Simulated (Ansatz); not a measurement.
Sc, hcp: geometry optimisation

Computed with DFT, PBEsol, plane waves (420 eV) with PAW, scalar-relativistic in Ansatz 0.2.0. The PAW files were generated under PBE, with cores re-solved for the functional.

k-point mesh 11×11×6, Fermi-Dirac smearing 0.05 eV, starting moments 1.00 ×2 μB. Cell and atoms relax.

Starting structure:

```
CELL_PARAMETERS angstrom
3.30900 0.00000 0.00000
-1.65450 2.86568 0.00000
0.00000 0.00000 5.27330
ATOMIC_POSITIONS crystal
Sc 0.33333 0.66667 0.25000
Sc 0.66667 0.33333 0.75000
```

Task: What cell does the relaxation end in?

Result: P6_3/mmc with a = 3.276 Å, c = 5.088 Å (c/a = 1.553); 23.64 Å³ per atom against 25.00 at the start (-5.5 %).

Task: How much energy does the relaxation gain?

Result: 15.1 meV per atom.

Task: Which magnetic state does it end in?

Result: non-magnetic.
